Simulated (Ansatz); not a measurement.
## Worked example: the step energy

An elementary step of CH6AlN, singlet (CH₆AlN ([CH3][AlH][NH2]) → AlNH₂ ([NH][AlH]) + CH₄; Al–C, N–H broken or loosened, C–H formed or tightened). “Start” and “end” are the PBE0-D4/def2-TZVP structures reached by relaxing down either side of its saddle point, with the molecules still in contact.

Ansatz 0.2.0; basis: def2-TZVPP and def2-QZVPP; cores frozen in the correlated methods.

Energies in eV:

| quantity | end | start |
| --- | --- | --- |
| Hartree–Fock, triple zeta (X = 3) | -9189.51617 | -9192.48105 |
| Hartree–Fock, quadruple zeta (X = 4) | -9189.85973 | -9192.81872 |
| MP2 correlation, X = 3 | -13.50764 | -13.12317 |
| MP2 correlation, X = 4 | -14.40089 | -14.02191 |
| CCSD(T) correlation, X = 3 | -14.88555 | -14.53364 |

**Question.** Work out the step energy at the basis limit: extrapolate Hartree–Fock as E(X) = E∞ + A exp(−7.88 √X) and the MP2 correlation as E(X) = E∞ + B X^−2.97 (the exponents that Neese and Valeev fitted for def2-TZVPP and QZVPP), then add CCSD(T) − MP2 in triple zeta.

**Answer.** Each step is linear, so take the differences first (end − start): Hartree–Fock 2.96488 (X = 3) and 2.95899 (X = 4); MP2 correlation -0.38447 and -0.37898; CCSD(T) correlation -0.35191.
Two points give E∞ = E(4) + w [E(4) − E(3)], with w = 1/(exp(7.88 (2 − √3)) − 1) = 0.1377 for Hartree–Fock and w = 1/((4/3)^2.97 − 1) = 0.7407 for the correlation.
Hartree–Fock: 2.95899 + 0.1377 × (-0.00589) = 2.9582 eV.
MP2 correlation: -0.37898 + 0.7407 × 0.00549 = -0.3749 eV.
CCSD(T) − MP2: -0.35191 − (-0.38447) = 0.0326 eV.
Sum: 2.9582 + (-0.3749) + 0.0326 = 2.6159 eV, or 60.32 kcal/mol. Plain CCSD(T) in triple zeta gives 2.6130 eV, so the larger basis shifts the result by 0.0029 eV.

The T1 diagnostic stays at or below 0.023.

Labels in which every atom is bracketed show which atoms are joined, not bond orders.

For scale, one of the runs: CCSD(T)/def2-TZVPP, 188 basis functions, launched by `ansatz run in.yaml --threads 2 --pin off --events-out ev --progress --plain --max-ram 4352MiB`. Hardware: 2 CPU threads of an Arm Neoverse V2, shared host. Wall time 28 s; peak host memory 1.9 GiB.
